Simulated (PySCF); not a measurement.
# C2H4Cl2 (1,2-dichloroethane): the cost of one run

Programs: PySCF 2.14.0, with density-fitted response routines of our own. Each step states its level of theory. These are calculated values for one molecule in the gas phase, unless marked as measured. Atoms are numbered from 0 throughout.

## (1) Starting geometry

8 atoms, charge 0, multiplicity 1; geometry from: MMFF94s. The atoms were then displaced at random by about 0.03 Å, so the start is not that level's minimum.

Bonds of the start (Å): Cl0–C1 1.69, C1–C2 1.48, C2–Cl3 1.89, C1–H4 1.12, C1–H5 1.07, C2–H6 1.08, C2–H7 1.14.

## (2) Optimising the geometry at PBE0-D3(BJ)/def2-SVP

What the job is given:

```
{"job": {"xc": "PBE0", "basis": "def2-SVP", "d3": "d3bj", "grid": 1, "shake": 0.03, "kind": "geom"}, "charge": 0, "multiplicity": 1}
Cl    -1.867750     0.844960     0.352610
C     -0.705070    -0.331490     0.022940
C      0.627440     0.310960    -0.055370
Cl     2.028660    -0.914860    -0.350640
H     -0.950420    -0.828330    -0.947020
H     -0.764070    -1.042410     0.826860
H      0.781080     1.050870    -0.833290
H      0.988360     0.824650     0.900210
```

Started as:

```console
$ OMP_NUM_THREADS=1 python probes_run.py task.json out
```

This one command runs all jobs of the session in turn.

**Question.** How long does this first job take on 1 thread of Intel Xeon 6975P-C, shared host, and how much memory does it need?

About 12 s, with a peak of 0.35 GiB.
